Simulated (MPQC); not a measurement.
**One shape, several levels: PH2F (phosphinous fluoride(8ci,9ci))**

Aim: a comparison of 3 runs (HF/def2-SVP, PBE0/def2-SVP, MP2/6-31G) of PH2F (phosphinous fluoride(8ci,9ci)). 

The calculation is run with MPQC 2.3.1.

2 further runs of the same task are left out: 2 set aside as unsound or not needed.

## Step 1: The molecule

PH2F: 4 atoms, total charge 0, spin state singlet. SMILES: `FP`. Geometry: relaxed at GFN2-xTB.

Bond lengths: F1–P2 1.632 Å, P2–H3 1.406 Å, P2–H4 1.406 Å. Angles: F1–P2–H3 93.5°, F1–P2–H4 93.5°, H3–P2–H4 91.6°.

## Step 2: Energy and forces at HF/def2-SVP (run 1)

mol.in reads:

```
% FH2P
molecule<Molecule>: (
   symmetry = c1
   unit = bohr
   { atoms geometry } = {
      F  [ 2.19310276 1.26394332 -0.42076642 ]
      P  [ -0.13611697 -0.69746012 -0.90644493 ]
      H  [ -1.99160126 1.08519412 -0.24483292 ]
      H  [ -0.06538452 -1.65167732 1.57206316 ]
   }
)
basis<GaussianBasisSet>: (
   name = "def2-SVP"
   molecule = $:molecule
   basisdir = "."
   puream = yes
)
mpqc: (
   checkpoint = no
   savestate = no
   restart = no
   do_energy = yes
   do_gradient = yes
   optimize = no
   mole<CLHF>: (
      molecule = $:molecule
      basis = $:basis
      total_charge = 0
      memory = 1000000000
      print_evals = yes
      print_npa = yes
      maxiter = 120
      value_accuracy = 1e-08
      guess_wavefunction<CLHF>: (
         molecule = $:molecule
         total_charge = 0
         memory = 1000000000
         value_accuracy = 1e-3
         basis<GaussianBasisSet>: (
            name = "MINI (Huzinaga)"
            molecule = $:molecule
         )
      )
   )
)
```

The basis set def2-SVP is read from a file made from the Basis Set Exchange's data (not shown).

Run with:

```sh
$ mpqc mol.in > mol.out
```

Output:

```text
MPQC: Massively Parallel Quantum Chemistry
[...]
  LUMO is    14   A =   0.130084
  total scf energy = -441.1494645610
[...]
Value of the MolecularEnergy: -441.1494645610
  Gradient of the MolecularEnergy:
      1    0.0019216378
      2    0.0076722600
      3    0.0095362843
      4   -0.0136651470
      5   -0.0180423036
      6   -0.0127187151
      7    0.0083998629
      8    0.0015840824
      9    0.0039762932
     10    0.0033436462
     11    0.0087859613
     12   -0.0007938624
[...]
      symmetry = c1
[...]
```

Run time: 1.1 s. Hardware: 1 thread of Arm Neoverse V1, shared host.

## Step 3: Energy and gradient at PBE0/def2-SVP (run 2)

input.in reads:

```
% emacs should use -*- KeyVal -*- mode
molecule<Molecule>: (
    symmetry = c1
    unit = angstrom
    { atoms geometry } = {
        F  [ 1.160540       0.668850      -0.222660 ]
        P  [ -0.072030      -0.369080      -0.479670 ]
        H  [ -1.053910       0.574260      -0.129560 ]
        H  [ -0.034600      -0.874030       0.831900 ]
    }
)
basis<GaussianBasisSet>: (
    name = "def2-SVP"
    molecule = $:molecule
    basisdir = "."
    puream = yes
)
mpqc: (
    checkpoint = no
    savestate = no
    restart = no
    do_energy = yes
    do_gradient = yes
    optimize = no
    mole<CLKS>: (
        molecule = $:molecule
        basis = $:basis
        total_charge = 0
        memory = 1000000000
        print_evals = yes
        print_npa = yes
        maxiter = 120
        value_accuracy = 1e-08
        functional<SumDenFunctional>: (
            a0 = 0.25
            coefs = [ 0.75 1 ]
            funcs: [ <PBEXFunctional>: () <PBECFunctional>: () ]
        )
        integrator<RadialAngularIntegrator>: ( grid = xfine )
        guess_wavefunction<CLHF>: (
            molecule = $:molecule
            total_charge = 0
            memory = 1000000000
            value_accuracy = 1e-3
            basis<GaussianBasisSet>: (
                name = "MINI (Huzinaga)"
                molecule = $:molecule
            )
        )
    )
)
```

The basis set def2-SVP is read from a file made from the Basis Set Exchange's data (not shown).

Run with:

```sh
$ mpqc -o input.out input.in
```

Output:

```text
MPQC: Massively Parallel Quantum Chemistry
[...]
  Integrated electron density error = 0.001848346746
  iter     1 energy = -441.6926812443 delta = 2.04757e-01
  Integrated electron density error = -0.000049245889
  iter     2 energy = -441.9031454318 delta = 3.49193e-02
[...]
  Integrated electron density error = 0.000001900635
  iter    10 energy = -441.9748658223 delta = 9.75794e-07
  Integrated electron density error = 0.000001900633
  iter    11 energy = -441.9748658223 delta = 3.25735e-07
  Integrated electron density error = 0.000001900629
  iter    12 energy = -441.9748658224 delta = 2.77025e-08
[...]
  LUMO is    14   A =  -0.012699
  total scf energy = -441.9748658224
[...]
  Integrated electron density error = 0.000001901545
  Total Gradient:
[...]
Value of the MolecularEnergy: -441.9748658224
  Gradient of the MolecularEnergy:
      1   -0.0058145951
      2    0.0006685791
      3    0.0071776933
      4   -0.0129082215
      5   -0.0064704316
      6    0.0039204374
      7    0.0139859525
      8   -0.0036774773
      9   -0.0011870130
     10    0.0047368642
     11    0.0094793298
     12   -0.0099111177
[...]
        symmetry = c1
[...]
```

Run time: 11 s. Hardware: 1 thread of Arm Neoverse V1, shared host.

## Step 4: Energy and gradient at MP2/6-31G (run 3)

mol.in reads:

```
% FH2P
molecule<Molecule>: (
  symmetry = c1
  unit = angstrom
  { atoms geometry } = {
    F  [ 1.160540 0.668850 -0.222660 ]
    P  [ -0.072030 -0.369080 -0.479670 ]
    H  [ -1.053910 0.574260 -0.129560 ]
    H  [ -0.034600 -0.874030 0.831900 ]
  }
)
basis<GaussianBasisSet>: (
  name = "6-31G"
  molecule = $:molecule
  basisdir = "."
  puream = yes
)
mpqc: (
  checkpoint = no
  savestate = no
  restart = no
  do_energy = yes
  do_gradient = yes
  optimize = no
  mole<MBPT2>: (
    molecule = $:molecule
    basis = $:basis
    memory = 1000000000
    method = mp
    nfzc = 6
    reference<CLHF>: (
      molecule = $:molecule
      basis = $:basis
      total_charge = 0
      memory = 1000000000
      print_evals = yes
      maxiter = 120
      value_accuracy = 1e-08
      guess_wavefunction<CLHF>: (
        molecule = $:molecule
        total_charge = 0
        memory = 1000000000
        value_accuracy = 1e-3
        basis<GaussianBasisSet>: (
          name = "STO-2G"
          molecule = $:molecule
        )
      )
    )
  )
)
```

The basis set 6-31G is read from a file made from the Basis Set Exchange's data (not shown).

Run with:

```sh
$ mpqc mol.in > mol.out
```

Output:

```text
MPQC: Massively Parallel Quantum Chemistry
[...]
  LUMO is    14   A =   0.107045
  total scf energy = -441.2317518675
[...]
  MP2 correlation energy [au]:         -0.180635619156
  MP2 energy [au]:                   -441.412387486617
[...]
Value of the MolecularEnergy: -441.4123874866
  Gradient of the MolecularEnergy:
      1   -0.0625036017
      2   -0.0456522129
      3   -0.0025024568
      4    0.0388482122
      5    0.0383938451
      6    0.0166367558
      7    0.0202009362
      8   -0.0082757217
      9    0.0008311976
     10    0.0034544534
     11    0.0155340896
     12   -0.0149654966
[...]
        symmetry = c1
[...]
```

It took 1.3 s on 1 thread of Arm Neoverse V1, shared host.

## Step 5: All runs side by side

```
run          level  integration grid   starting guess  energy (Eh)  HOMO energy (eV)  LUMO energy (eV)  HOMO–LUMO gap (eV)  wall time
  1    HF/def2-SVP                 –  MINI (Huzinaga)  -441.149465            -11.03              3.54               14.57      1.1 s
  2  PBE0/def2-SVP             xfine  MINI (Huzinaga)  -441.974866             -7.86             -0.35                7.51       11 s
  3      MP2/6-31G                 –           STO-2G  -441.412387            -11.21              2.91               14.13      1.3 s
```

## Step 6: Results

| quantity | value |
| --- | --- |
| run 3: total energy | -441.41239 Eh |
| run 3: HOMO energy (Hartree–Fock orbitals) | -11.21 eV |
| run 3: LUMO energy (Hartree–Fock orbitals) | 2.91 eV |
| run 3: HOMO–LUMO gap (Hartree–Fock orbitals) | 14.13 eV |
| run 3: correlation energy (6 core orbitals frozen) | -180.6 mEh |
| run 3: largest force on an atom | 3.982 eV/Å |

All runs together took 14 s, the longest 11 s.
